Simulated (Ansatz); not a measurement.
# SiH (doublet): from Hartree-Fock to the top rungs at distance Si1–H2 = 3.448 Å, cc-pVTZ

How much of the correlation energy of SiH (doublet) does each wave-function method recover here?

Program: Ansatz 0.2.0, Gaussian basis. Level of theory: cc-pVTZ, core rule «outside noble gas», up to 5 orbitals frozen. These are calculated values, not measurements.

To be run: UHF; CCSD(T) on ROHF; CCSD(T) on UHF; BCCD(T) on ROHF; CISD; CCSDT(Q) on ROHF; CCSDT(Q) on UHF; CASSCF and MRCISD+Q, 3 electrons in 3 orbitals; CASSCF and NEVPT2, 3 electrons in 3 orbitals; CASSCF and MRCISD+Q, 5 electrons in 5 orbitals; CASSCF and NEVPT2, 5 electrons in 5 orbitals; Full CI; Full CI in the symmetry of the determinant.

22 further runs of the same task are left out: 1 for a known fault of the program, 19 that didn't finish, 2 set aside as unsound or not needed.

### Step 1. The system

The geometry derives from a PBE0/def2-TZVP stationary point (not a proven minimum). One bond is set to the value named and the two fragments are kept rigid.

2 atoms, charge 0, spin multiplicity 2.

Atoms are counted from 1 here; the program's logs count them from 0.

No contacts short enough for the rule that draws bonds.

### Step 2. UHF

Contents of in.yaml:

```yaml
crystal:
  periodic: [false, false, false]
  atoms:
    - {symbol: Si, position_ang: [0.000000, 0.000000, 0.000000]}
    - {symbol: H, position_ang: [0.000000, 0.000000, 3.448000]}
basis:
  gaussian: {orbitals: cc-pVTZ}
magnetization: {spin_polarized: true, initial_magnetization: 1}
hamiltonian: {xc: hf}
output: {orbitals: {seedname: orbitals}}
```

Run with:

```bash
$ ansatz run in.yaml --threads 1 --pin off --events-out ev --progress --plain --max-ram 2393MiB
```

The runs that follow: CCSD(T) on ROHF; CCSD(T) on UHF; BCCD(T) on ROHF; CISD; CCSDT(Q) on ROHF; CCSDT(Q) on UHF; CASSCF and MRCISD+Q, 3 electrons in 3 orbitals; CASSCF and NEVPT2, 3 electrons in 3 orbitals; CASSCF and MRCISD+Q, 5 electrons in 5 orbitals; CASSCF and NEVPT2, 5 electrons in 5 orbitals; Full CI; Full CI in the symmetry of the determinant.

Before running them: what should the planned runs give, taken together? Wanted: FCI below the RHF energy; RMP2 from FCI; UMP2 from FCI; RCCSD from FCI; RCCSD(T) from FCI; UCCSD(T) from FCI; RCCSDT(Q) from FCI; UCCSDT(Q) from FCI; NEVPT2 pair from FCI.

**Answer**, as computed:

```
                         quantity                                                             value
         FCI below the RHF energy                                                        -3.9087 eV
                    RMP2 from FCI                                                     +189.1 kJ/mol
                    UMP2 from FCI                                                      +63.2 kJ/mol
                   RCCSD from FCI                                                      +22.8 kJ/mol
                RCCSD(T) from FCI                                                       +0.6 kJ/mol
                UCCSD(T) from FCI                                                       +6.8 kJ/mol
               RCCSDT(Q) from FCI                                                       -0.9 kJ/mol
               UCCSDT(Q) from FCI                                                       +0.5 kJ/mol
             NEVPT2 pair from FCI                                                      +53.6 kJ/mol
          NEVPT2 valence from FCI                                                      +47.7 kJ/mol
        MRCISD+Q valence from FCI                                                        0.0 kJ/mol
levels within 1 kcal/mol (43 meV)  RCCSD(T), RCCSDT, UCCSDT, RCCSDT(Q), UCCSDT(Q), MRCISD+Q valence
                    T1 diagnostic                                                             0.303
   effectively unpaired electrons                                                              2.66
```

RCCSD(T) lands +0.6 kJ/mol from the yardstick (0.2 % of the correlation energy). CCSD(T) misses by +0.6 kJ/mol on the restricted determinant and by +6.8 kJ/mol on the unrestricted one; the two need not hold the same state or core. RCCSDT(Q) falls below full CI, which methods that aren't variational can do. The occupations show strong static correlation (2.7 unpaired electrons where one determinant has 1). Coupled cluster on one determinant still stays close here. Of the multireference levels listed MRCISD+Q valence comes nearest in total energy (0.0 kJ/mol), which doesn't show that its space is the better one. Coupled cluster took another determinant than the lowest Hartree-Fock one. These misses are within one basis, not against nature; the frozen cores of restricted and unrestricted runs differ, which can shift their rows.
